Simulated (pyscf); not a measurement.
Thermochemistry of product channels of `[NH]=[SiH][Cl]` + `[FH]` on the singlet surface, in eV, from ωB97M-D3(BJ)/def2-TZVP energies (ideal gas, 1 atm, RRHO with modes under 100 cm⁻¹ raised to 100, one conformer, R ln 2 for chiral ones without a mode under 150 cm⁻¹). Single points on ωB97X-D3(BJ)/def2-SVP structures (PySCF, gas phase).

```tsv
products	ΔE	ΔH(298 K)	ΔG(298 K)	ΔG(900 K)
`[NH2][SiH]` [singlet] + `[F][Cl]`	+3.34	+3.36	+3.34	+3.31
`[NH]=[Si]([F])[Cl]` + `[H][H]`	(withheld)	-1.16	-1.10	-0.99
`[NH2][SiH]([F])[Cl]`	(withheld)	-3.83	-3.41	-2.55
```

What belongs in the gaps?


- `[NH]=[Si]([F])[Cl]` + `[H][H]`, ΔE: -1.05
- `[NH2][SiH]([F])[Cl]`, ΔE: -3.95

These are energies of the channels, which say nothing of barriers. HN=SiH–Cl lies 1.14 eV over its isomer H₂N–Si:–Cl [singlet] (electronic energy, ωB97M-D3(BJ)).
